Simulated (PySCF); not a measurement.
A ladder for the electron affinity of Si

Si- [Ne] 3s2 3p3 (4S) → Si [Ne] 3s2 3p2 (3P). Scalar values calculated with PySCF 2.14 in dyall-acv3z (spin-free X2C; valence: [Ne] frozen; valence and next inner shell: 1s2 frozen). The spin-orbit shift comes from two-component X2C-1e calculations (generalised Hartree-Fock, GHF, and MP2 on its spinors, GMP2) in x2c-TZVPall-2c with one added diffuse shell each of s, p type: GMP2 gives 1.338 eV without and 1.329 eV with screened spin-orbit coupling, a shift of -0.009 eV (GHF: -0.010 eV). Sums use unrounded values; where a UHF row is shifted, it takes the GHF shift.

| method | scalar (eV) |
| --- | --- |
| UHF | 0.840 |
| LDA | 1.589 |
| PBE | 1.492 |
| PBE0 | 1.451 |
| r2SCAN | 1.520 |
| M06-L | 1.389 |
| BLYP | 1.228 |
| TPSSh | 1.420 |
| MP2 (valence) | 1.378 |
| SCS-MP2 (valence) | 1.196 |
| MP2 (valence and next inner shell) | 1.370 |
| SCS-MP2 (valence and next inner shell) | 1.190 |
| CCSD (valence) | 1.317 |
| CCSD(T) (valence) | 1.378 |

**Question.** Form a composite estimate from CCSD(T) (valence) and the spin-orbit shift, and compare it with the reference, 1.390 eV (measured; photodetachment measurements, as compiled on the Wikipedia data page of electron affinities).

**Answer.** 1.378 + (-0.009) = 1.369 eV, an error of -0.021 eV.

The errors of the correlated levels include the incompleteness of the basis and the frozen core, so a lower level can come closer by cancellation.

A first-order Landé estimate from the scalar orbitals gives -0.016 eV instead; single two-component determinants are not pure J levels in LS coupling, so the shift is uncertain by about that difference.
